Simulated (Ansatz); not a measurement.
A made-up structure of C2H4N, doublet:

```
atom    x (Å)    y (Å)    z (Å)
  C1   1.0078  -0.0268   0.5219
  C2  -0.1585   0.2505  -0.1759
  N3  -0.9684  -0.6059  -0.7551
  H4  -1.7935  -0.5700  -1.3537
  H5  -0.3625   1.3197  -0.2821
  H6   1.2281   0.6525   1.3052
  H7   1.1080  -1.0372   0.8263
```

It is relaxed with PBE-D4/def2-SVP and then PBE0-D4/def2-TZVP (Ansatz 0.2.0). Atoms count as bonded within 1.22 times the sum of their covalent radii (H–H: 0.88 Å). The end point is not checked to be a true minimum.

Does its bonding change? (Judge from chemistry; the calculation decides.)

The calculation gives: No: no bond forms or breaks.

Where it ends: The first stage lowers the energy by 0.95 eV in 8 steps. It ends as C₂H₄N ([CH2][CH][NH]):
```xyz
7
angstrom
C 0.8371 -0.0610 0.6670
C -0.2409 0.2230 -0.1692
N -0.8961 -0.7390 -0.7629
H -1.6484 -0.3525 -1.3323
H -0.5094 1.2764 -0.3034
H 1.3871 0.7274 1.1639
H 1.1315 -1.0915 0.8235
```

Labels in which every atom is bracketed show which atoms are joined, not bond orders.

For scale, one of the runs: PBE0-D4/def2-TZVP relaxation, 117 basis functions, launched by `ansatz run in.yaml --threads 2 --pin off --events-out ev --progress --plain --max-ram 4352MiB`. The run took about 12 s on 2 CPU threads of an Arm Neoverse V2 (shared host).
